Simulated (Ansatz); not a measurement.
A nudged elastic band was laid between two geometries of CH4BN (7 atoms, charge 0, multiplicity 1).

These are results of RKS BLYP-D4/def2-SVP (Ansatz), not measurements.

- movable images: 7
- climbing image: yes
- spring: 5.0 eV/Å²
- optimiser: quadratic models (default)
- start path: through a guess of the saddle point
- force threshold: 0.05 eV/Å
- iteration limit: 60
- end points: relaxed

Initial state:

```xyz
7
Properties=species:S:1:pos:R:3
B -0.889 0.344 -0.625
C 0.349 0.073 0.310
N 0.885 -1.111 0.306
H -1.301 -0.552 -1.326
H -1.421 1.435 -0.642
H 0.749 0.890 0.961
H 1.689 -1.146 0.970
```

Final state:

```xyz
7
Properties=species:S:1:pos:R:3
B -0.889 0.344 -0.626
C 0.347 0.072 0.312
N 0.894 -1.107 0.297
H -1.432 1.429 -0.628
H -1.288 -0.546 -1.342
H 0.735 0.884 0.976
H 1.693 -1.144 0.965
```

**Question.** What changes between the two ends?

**Answer.** No bond is made or broken. The dihedral H5–B1–C2–N3 goes from 180 to -1°. The two ends are copies of one structure, up to a mirror image or an exchange of like atoms.

**Question.** What energy profile does the band end with?

**Answer.** The run converged. The highest image is number 4 of 0 to 8, 1.4 kcal/mol above the ends, which have the same energy within 2 meV. A vibrational analysis at the climbing image gives one clearly imaginary mode, 198i cm⁻¹: a first-order saddle point.

```tsv
image	path coordinate (Å)	energy (kcal/mol)	dihedral H5–B1–C2–N3 (°)
0	0.00	0.0	180
1	0.45	0.1	-156
2	0.90	0.3	-132
3	1.34	1.0	-110
4	1.79	1.4	-88
5	2.23	1.0	-68
6	2.68	0.4	-46
7	3.12	0.1	-24
8	3.56	0.0	-1
```

**Question.** What is the geometry of the highest image?

**Answer.** 
```xyz
7
Properties=species:S:1:pos:R:3
B -0.855 0.331 -0.617
C 0.225 0.038 0.486
N 1.121 -0.752 0.002
H -1.817 -0.397 -0.742
H -0.706 1.256 -1.388
H 0.227 0.443 1.530
H 1.867 -0.988 0.684
```

**Question.** What are the harmonic wavenumbers there?

**Answer.** 198i, 89, 536, 875, 881, 984, 1086, 1135, 1167, 1353, 1630, 2511, 2597, 2867, 3280 cm⁻¹.

The band took 13 iterations and about 110 core-seconds.

Time of the run: 110 s on 1 thread of Arm Neoverse V1, on a shared host, peak memory 0.11 GiB.
